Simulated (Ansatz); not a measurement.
Working through vertical and adiabatic energies of changing the electron count of CH₅AlSi, SMILES [CH2]1[AlH][SiH2]1

With Ansatz 0.2.0, Python API.

Contents of `ch5alsi.xyz`:
```text
8

C    -0.51420    0.17400   -0.78950
Al   -0.14930    1.07970    0.91250
Si    0.36380   -1.10250    0.07950
H    -1.55660   -0.02930   -0.95610
H    -0.03030    0.62930   -1.69930
H     0.42710    2.41500    1.61090
H     1.88200   -1.15320   -0.08130
H    -0.33030   -2.07020    0.86740
```

The cells in order, each with its output:

In [1]:
```python
import itertools

import ansatz as az
from ase.data import atomic_numbers, covalent_radii
import numpy as np
```

In [2]:
```python
BASIS = "def2-SVP"
XC = "CAM-B3LYP"
NET_CHARGE = 1
```

In [3]:
```python
system = az.Crystal.molecule_from_extxyz("ch5alsi.xyz")

calc = system.calculation().basis(gaussian=BASIS).functional(XC)
symbols = [site.symbol for site in system.cartesian_sites]
start = np.array([site.position_ang for site in system.cartesian_sites], dtype=float)
data = calc.relax(force_tolerance=0.01, max_steps=100).run(threads=1).report
end = np.array(data["positions_ang"])
```

In [4]:
```python
minimum = az.Crystal.molecule()
for symbol, place in zip(symbols, end):
    minimum = minimum.atom(symbol, place.tolist())
ion = (
    minimum.calculation()
    .basis(gaussian=BASIS)
    .functional(XC)
    .charge(NET_CHARGE)
    .spin("collinear", total=1)
)
vertical = ion.run(threads=1).report
settled = ion.relax(force_tolerance=0.01, max_steps=80).run(threads=1).report
print(f"vertical ionisation energy   {vertical['free_energy_ev'] - data['free_energy_ev']:.3f} eV")
print(f"adiabatic, no zero point     {settled['free_energy_ev'] - data['free_energy_ev']:.3f} eV")
print(f"relaxation energy of the ion {vertical['free_energy_ev'] - settled['free_energy_ev']:.3f} eV")
ionised = np.array(settled["positions_ang"])
# pairs closer than 1.2 times the sum of covalent radii, before or after
radius = [covalent_radii[atomic_numbers[s]] for s in symbols]
span = lambda where, i, j: np.linalg.norm(where[i] - where[j])
bonded = [(i, j) for i, j in itertools.combinations(range(len(symbols)), 2) if min(span(end, i, j), span(ionised, i, j)) < 1.2 * (radius[i] + radius[j])]
print("pair        before    after (A)")
for i, j in bonded:
    print(f"{symbols[i]}{i}-{symbols[j]}{j}".ljust(10), f"{span(end, i, j):8.4f} {span(ionised, i, j):8.4f}")
for first, second in list(itertools.combinations(bonded, 2)):
    shared = set(first) & set(second)
    if shared and symbols[(j := shared.pop())] != "H":
        i, k = sorted((set(first) | set(second)) - {j})
        u, v = ionised[i] - ionised[j], ionised[k] - ionised[j]
        angle = np.degrees(np.arccos(np.clip(u @ v / np.linalg.norm(u) / np.linalg.norm(v), -1, 1)))
        print(f"final angle {symbols[i]}{i}-{symbols[j]}{j}-{symbols[k]}{k}: {angle:.2f} deg")
```
```text
vertical ionisation energy   8.083 eV
adiabatic, no zero point     7.347 eV
relaxation energy of the ion 0.736 eV
pair        before    after (A)
C0-Al1       1.9522   1.9413
C0-Si2       1.9381   1.8594
C0-H3        1.1037   1.1027
C0-H4        1.1003   1.1027
Al1-Si2      2.3285   2.6109
Al1-H5       1.5754   1.5533
Si2-H6       1.4900   1.4749
Si2-H7       1.4895   1.4749
final angle Al1-C0-Si2: 86.75 deg
final angle Al1-C0-H3: 112.89 deg
final angle Al1-C0-H4: 113.00 deg
final angle C0-Al1-Si2: 45.32 deg
final angle C0-Al1-H5: 160.34 deg
final angle Si2-C0-H3: 115.20 deg
final angle Si2-C0-H4: 115.24 deg
final angle C0-Si2-Al1: 47.93 deg
final angle C0-Si2-H6: 118.58 deg
final angle C0-Si2-H7: 118.62 deg
final angle H3-C0-H4: 111.63 deg
final angle Si2-Al1-H5: 154.35 deg
final angle Al1-Si2-H6: 115.51 deg
final angle Al1-Si2-H7: 115.68 deg
final angle H6-Si2-H7: 119.79 deg
```

The energies are electronic: no zero-point or thermal terms, and the basis set is short of its limit. The product may relax into another structure. The relaxation finds the nearest minimum, so the adiabatic value is an upper bound. Finished in 65 s on 1 thread of Arm Neoverse V2, on a shared host, peak memory 0.3 GiB.

(Lines on the test bed's own set-up are left out of the output.)
